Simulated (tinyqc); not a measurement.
Stretching all distances: RHF, UHF, MP2, CISD and CCSD against full CI in the sto-3g basis, for HF, spin multiplicity 1. Computed by the program tinyqc with PySCF. All coordinates are multiplied by the scale. c0^2 is the weight of the RHF determinant in the lowest singlet FCI state (UHF is spin-contaminated and may lie near states of higher spin) and n(LUMO) the first natural occupation beyond the occupied space.

Geometry (angstrom):
```
atom       x       y       z
F     0.0000  0.0000  0.0000
H     0.0000  0.0000  0.8100
```

Full CI energy (hartree) and errors against it (kcal/mol):
```
scale  distance 1-2 (angstrom)     E(FCI)     RHF     UHF     MP2   CISD   CCSD  <S^2> UHF   c0^2  n(LUMO)
0.860                    0.697  -98.43219   8.079   8.079   2.115  0.000  0.000      0.000  0.995    0.010
1.300                    1.053  -98.60052  23.789  23.789   8.706  0.000  0.000      0.000  0.972    0.055
1.520                    1.231  -98.57214  37.286  36.668  15.146  0.000  0.000      0.124  0.944    0.111
1.730                    1.401  -98.53774  54.155  35.042  23.427  0.000  0.000      0.569  0.901    0.196
1.950                    1.579  -98.50627  75.668  24.629  33.709  0.000  0.000      0.792  0.840    0.317
2.170                    1.758  -98.48352  99.724  14.774  44.012  0.000  0.000      0.900  0.770    0.457
```

Estimate the missing row, scale = 1.08.

Computed row:
```
scale  distance 1-2 (angstrom)     E(FCI)     RHF     UHF    MP2   CISD   CCSD  <S^2> UHF   c0^2  n(LUMO)
1.080                    0.875  -98.58573  14.300  14.300  4.528  0.000  0.000      0.000  0.988    0.024
```

UHF parts from RHF first at scale 1.52 of those listed, where <S^2> leaves zero. The weight c0^2 goes from 0.99 to 0.77 and n(LUMO) from 0.01 to 0.46: static correlation grows as the bonds break into open-shell fragments. The spread of the error along the curve, which distorts its shape, is CISD 0.0, CCSD 0.0, UHF 28.6, MP2 41.9, RHF 91.6 kcal/mol. With one virtual orbital CISD and CCSD are exact.
